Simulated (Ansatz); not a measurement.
# C3H6N2O: the cost of one run

Method: RHF/def2-SVP, in Ansatz 0.2.0.

## (1) The starting structure

Bond lengths: C1–O2 1.416 Å, O2–C3 1.445 Å, C3–N4 1.388 Å, N4–C5 1.148 Å, C5–N6 1.197 Å, C1–H7 1.072 Å, C1–H8 1.055 Å, C1–H9 1.156 Å, C3–H10 1.124 Å, C3–H11 1.078 Å, N6–H12 1.043 Å. Angles (14 of 16 angles, heavy atoms first): C1–O2–C3 112.1°, O2–C3–N4 118.8°, C3–N4–C5 118.6°, N4–C5–N6 176.6°, O2–C1–H7 108.8°, O2–C1–H8 110.6°, O2–C1–H9 106.8°, O2–C3–H10 103.4°, O2–C3–H11 107.2°, N4–C3–H10 108.8°, N4–C3–H11 112.1°, C5–N6–H12 109.6°, H7–C1–H8 113.7°, H7–C1–H9 105.0°.

Structure file:

```xyz
12

C    -0.3042   -1.5730    0.8634
O     0.6806   -0.5907    0.6006
C     0.6409   -0.1351   -0.7698
N    -0.3703    0.7339   -1.1569
C    -0.3979    1.7851   -0.6967
N    -0.3611    2.8711   -0.1937
H    -0.2562   -1.8417    1.9001
H    -0.1964   -2.3926    0.2076
H    -1.3316   -1.0579    0.7346
H     1.6313    0.3805   -0.9025
H     0.6851   -1.0107   -1.3978
H    -0.3431    2.7760    0.8450
```

## (2) Relaxing end A

Input file input.yaml:

```yaml
crystal:
  periodic: [false, false, false]
  atoms:
    - { symbol: C, position_ang: [-0.3042, -1.573, 0.8634] }
    - { symbol: O, position_ang: [0.6806, -0.5907, 0.6006] }
    - { symbol: C, position_ang: [0.6409, -0.1351, -0.7698] }
    - { symbol: "N", position_ang: [-0.3703, 0.7339, -1.1569] }
    - { symbol: C, position_ang: [-0.3979, 1.7851, -0.6967] }
    - { symbol: "N", position_ang: [-0.3611, 2.8711, -0.1937] }
    - { symbol: H, position_ang: [-0.2562, -1.8417, 1.9001] }
    - { symbol: H, position_ang: [-0.1964, -2.3926, 0.2076] }
    - { symbol: H, position_ang: [-1.3316, -1.0579, 0.7346] }
    - { symbol: H, position_ang: [1.6313, 0.3805, -0.9025] }
    - { symbol: H, position_ang: [0.6851, -1.0107, -1.3978] }
    - { symbol: H, position_ang: [-0.3431, 2.776, 0.845] }
basis:
  gaussian: { orbitals: def2-SVP }
hamiltonian:
  xc: hf
relax:
  f_tol: 0.015
  max_steps: 40
```

Run with:

```console
$ ansatz run input.yaml --threads 2 --pin off --max-ram 3072MiB --backend cpu --events-out ev --progress --plain --runs-dir out
```

What time and memory should one allow on 2 threads of Arm Neoverse V1, shared host?

About 25 s, with a peak of 0.24 GiB.
